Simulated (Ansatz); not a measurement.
## Worked example: correlation energy of Cl–BH–Cl, triplet

Geometry: a PBE0/def2-TZVP stationary point for this spin, not checked as a minimum. The singlet lies 5.0 eV lower here.

| atom | x (Å) | y (Å) | z (Å) |
| --- | --- | --- | --- |
| Cl | 0.0000 | -0.0888 | 1.6590 |
| B | 0.0000 | 0.4243 | 0.0000 |
| Cl | 0.0000 | -0.0888 | -1.6590 |
| H | 0.0000 | 1.6986 | 0.0000 |

Basis cc-pVDZ; Ansatz 0.2.0. Correlated methods freeze the noble-gas cores, which leaves 18 electrons in 44 orbitals. R marks a restricted (for open shells ROHF) determinant, U an unrestricted one.

Full CI isn't at hand for all of this; UCCSDT(Q) serves as the reference, and is uncertain by about the last step of the cluster series.

Runs differ by some tens of microhartree through their thresholds and, for an open shell, their frozen cores, so steps under 0.03 kcal/mol mean nothing.

```csv
level,total energy (hartree)
UHF,-944.146685
UMP2,-944.496448
UCCSD,-944.530524
UCCSD(T),-944.542004
UCCSDT,-944.543169
UCCSDT(Q),-944.544201
```

Question: What is the correlation energy at UCCSDT(Q), and what share of it do UMP2 and UCCSD(T) recover?

Answer: E(corr) = -944.544201 − (-944.146685) = -0.397516 hartree = -10.817 eV. UMP2: -0.349763 / -0.397516 = 87.99 %. UCCSD(T): -0.395319 / -0.397516 = 99.45 %.

Question: By how many kcal/mol does UCCSD(T) miss UCCSDT(Q) (1 hartree = 627.509 kcal/mol), and which steps make up the rest?

Answer: -944.542004 − (-944.544201) = 0.002197 hartree = 1.38 kcal/mol. Steps: UCCSDT − UCCSD(T) = -0.73, UCCSDT(Q) − UCCSDT = -0.65 kcal/mol. Differences between like states or geometries often cancel part of this.
